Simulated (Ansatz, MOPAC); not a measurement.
Molecule: propyl chloride, C3H7Cl, net charge 0, singlet state. SMILES: C(CCl)C

Atoms: C1, C2, C3, H4, H5, H6, Cl7, H8, H9, H10, H11. Bonds: C1-C2, C1-C3, C1-H4, C1-H5, C2-H6, C2-H8, C2-H9, C3-Cl7, C3-H10, C3-H11.

Bond lengths (Å) and angles (degrees) optimised at PM6 with MOPAC; HF/STO-3G with Ansatz (a program for electronic structure); HF/3-21G with Ansatz; B3LYP/6-31G* with Ansatz, each started from the B3LYP-D3(BJ)/def2-TZVP structure (Ansatz) of the last column. A row stands for all coordinates that are equal there; 9 of 18 kinds are shown. 6-31G* holds six Cartesian d functions. No wavenumbers were computed at HF/STO-3G, so these may be saddle points.

```tsv
coordinate	PM6	HF/STO-3G	HF/3-21G	B3LYP/6-31G*	B3LYP-D3(BJ)/def2-TZVP
C1-C2	1.526	1.542	1.544	1.534	1.528
C1-C3	1.523	1.543	1.520	1.523	1.516
C1-H4	1.096 to 1.110	1.087	1.083	1.096	1.092
C2-H6	1.097	1.086	1.083	1.095	1.091
C3-Cl7	1.799	1.817	1.902	1.821	1.808
C3-H10	1.105	1.090	1.075	1.093	1.088
C2-C1-C3	111.0	111.1	110.0	111.3	111.2
C1-C3-Cl7	108.7	111.3	109.7	111.9	111.8
C2-C1-H4	110.1	109.9	110.1	110.2	110.2
```

A range marks coordinates that this level makes unequal.

Mean signed difference of all 10 bond lengths from B3LYP-D3(BJ)/def2-TZVP: PM6 0.008 Å, HF/STO-3G 0.003 Å, HF/3-21G 0.005 Å, B3LYP/6-31G* 0.006 Å.
